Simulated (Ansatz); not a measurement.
The reference is Cu in the fcc (Cu type) structure (space group Fm-3m, No. 225; a = 3.579 Å).

Computed with Ansatz (a quantum-chemistry and plane-wave program), r2SCAN, PAW, cutoff 500 eV, no spin-orbit coupling, earlier PAW set.

It is then changed as follows: Ni takes the place of Cu on all its sites, then cell and atoms are relaxed.

Measured lattice parameter a: Cu 3.595 Å (static lattice; corrected from measurement; as listed in Gábor I. Csonka et al., Physical Review B (2009)); Ni 3.508 Å (static lattice; corrected from measurement; as listed in Daniel Mejia-Rodriguez, S. B. Trickey, Phys. Rev. B (2018)).

Q: How well does r2SCAN reproduce the measured shift?

A: With r2SCAN the lattice parameter a moves by -0.099 Å (3.579 → 3.480) against -0.087 Å measured.

Other magnetic orders, which the real material may have, were not ruled out. Stability against distortions was not tested. Spin-polarised in the final run: Ni; the other runs are not.
